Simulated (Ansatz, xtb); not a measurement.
## Two isomers of CH3O−

We compare a, `[CH2-]O`, a singlet, with b, `C[O-]`, a singlet. Both are isolated ions in the gas phase, relaxed with r2SCAN-D4/def2-TZVPD, each in the lowest conformer that the search found.

Quicker runs give these differences E(b) − E(a): GFN2-xTB −2.033 eV; HF/STO-3G −0.455 eV (at GFN2-xTB geometries); r2SCAN-D4/def2-SVPD −1.692 eV (at GFN2-xTB geometries).

Q: Estimate E(b) − E(a) at the level CCSD(T)/def2-TZVPPD.

A: Calculated at CCSD(T)/def2-TZVPPD: E(b) − E(a) = −1.389 eV, so structure b lies lower.

The same difference at several levels:

```
               level              geometry  E(b) − E(a) (eV)  departure from the last row (eV)  job, with rough time for the two
            GFN2-xTB              GFN2-xTB              −2.033                            −0.644              optimisation, 0.24 s
           HF/STO-3G              GFN2-xTB              −0.455                            +0.934              single point, 0.32 s
 r2SCAN-D4/def2-SVPD              GFN2-xTB              −1.692                            −0.303               single point, 2.7 s
r2SCAN-D4/def2-TZVPD  r2SCAN-D4/def2-TZVPD              −1.577                            −0.188                optimisation, 24 s
      HF/def2-TZVPPD  r2SCAN-D4/def2-TZVPD              −1.454                            −0.066           part of the CCSD(T) run
     MP2/def2-TZVPPD  r2SCAN-D4/def2-TZVPD              −1.457                            −0.068           part of the CCSD(T) run
 CCSD(T)/def2-TZVPPD  r2SCAN-D4/def2-TZVPD              −1.389                                                  single point, 23 s
```

As drawn, b has 1 C–H in place of 1 O–H.

The levels shown agree on the order. The largest departure from CCSD(T)/def2-TZVPPD is that of HF/STO-3G, 0.934 eV.

With harmonic frequencies from r2SCAN-D4/def2-TZVPD (ideal gas, rigid rotor, one conformer each, 298.15 K, 1 atm): on the last row, ΔE + ΔZPE = −1.406, ΔH = −1.418, ΔG = −1.369 eV.

The correlated steps freeze 2 core orbitals. Run with Ansatz 0.2.0, xtb 6.7.1; the last row on 2 threads of Intel(R) Xeon(R) Processor @ 2.50GHz (Skylake/Cascade Lake) on a shared host.
